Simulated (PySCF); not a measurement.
# C4H9Cl (Butane, 1-chloro-): the cost of one run

Computed with PySCF 2.14.0, with density-fitted response routines of our own, on a single molecule, in the gas phase or a continuum. Atoms are numbered from 0 throughout.

## 1. The molecule as given

14 atoms, charge 0, multiplicity 1; geometry from: GFN2-xTB. The atoms were then displaced at random by about 0.01 Å, so the start is not that level's minimum.

Bonds of the start (Å): C0–C1 1.50, C1–C2 1.52, C2–C3 1.57, C3–Cl4 1.76, C0–H5 1.06, C0–H6 1.10, C0–H7 1.11, C1–H8 1.07, C1–H9 1.09, C2–H10 1.10, C2–H11 1.10, C3–H12 1.09, C3–H13 1.07.

## 2. Relaxing the molecule at PBE0-D3(BJ)/def2-TZVP

The job: settings as JSON, then the geometry in Å.

```
{"job": {"xc": "PBE0", "basis": "def2-TZVP", "d3": "d3bj", "grid": 2, "shake": 0.01, "kind": "geom"}, "charge": 0, "multiplicity": 1}
C     -1.933980    -0.113420    -0.267810
C     -0.486120    -0.060980    -0.659120
C      0.398020     0.044230     0.566660
C      1.917510     0.083940     0.176100
Cl     2.922090     0.193120     1.615030
H     -2.169220    -0.938830     0.362560
H     -2.567840    -0.159930    -1.159900
H     -2.210440     0.821410     0.263210
H     -0.230850    -0.957120    -1.193500
H     -0.297300     0.795140    -1.302060
H      0.231510    -0.811500     1.239220
H      0.178770     0.953810     1.139240
H      2.079900     0.960620    -0.449790
H      2.160820    -0.825570    -0.337600
```

Started as:

```sh
> OMP_NUM_THREADS=2 python probes_run.py task.json out
```

One launch serves the whole session: the jobs run in the order shown.

**Question.** How long does this first job take on 2 threads of Intel Xeon Platinum 8259CL at 2.50GHz, shared host, and how much memory does it need?

About 1.8 min, with a peak of 1.1 GiB.
